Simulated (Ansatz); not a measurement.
We consider litharge SnO, described by PBE0+SOC (plane waves, PAW; Ansatz, a first-principles code).

Run with plane-wave cutoff 460 eV, 6×6×6 k mesh, Fermi–Dirac smearing 0.01 eV, PAW data made under PBE.

Cell (measured lattice):

```xyz
4
Lattice="3.8010 0.0000 0.0000 0.0000 3.8010 0.0000 0.0000 0.0000 4.8350" Properties=species:S:1:pos:R:3 pbc="T T T"
Sn     1.9005     0.0000     3.6896
Sn     0.0000     1.9005     1.1454
O      1.9005     1.9005     0.0000
O      0.0000     0.0000     0.0000
```

Give the computed band gap, smallest direct gap on the k points sampled and direct gap at Γ.


- band gap = 1.04 eV (indirect)
- smallest direct gap on the k points sampled = 3.33 eV
- direct gap at Γ = 3.42 eV

Note: cell and atoms aren't relaxed at this level (largest force component 0.15 eV/Å).

Computed values are for the static lattice.

The result took very roughly 29 core-minutes.
